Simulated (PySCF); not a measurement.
Basis-set dependence of AlN⁺ at PBE

PySCF, UKS reference; quartet, unpaired electrons σ ↑, π ↑↑; De to Al⁺ + N without counterpoise correction.

```csv
basis,relativity,functions,Re (Å),ωe (cm⁻¹),De (eV),μ (D)
pcseg-1,no relativity,32,2.071,362,0.51,-2.94
aug-cc-pV(D+d)Z/aug-cc-pVDZ,no relativity,55,2.053,383,0.58,-2.79
def2-TZVPPD,no relativity,85,2.016,422,0.64,-2.78
```

Q: How does each smaller set differ from the one with most functions, def2-TZVPPD?

A: pcseg-1: +5.5 pm, -14.2 % in ωe, -0.13 eV in De; aug-cc-pV(D+d)Z/aug-cc-pVDZ: +3.7 pm, -9.2 % in ωe, -0.06 eV in De. All at PBE; the set with most functions is neither the basis-set limit nor always the best.

A positive dipole points towards N; it is taken about the centre of mass and depends on that origin. For an ion De counts to the pair picked by the measured ionisation energies or electron affinities, which need not be the lowest pair at this level. The state is the lowest determinant that a PBE0 search found; another state may lie lower at other levels.
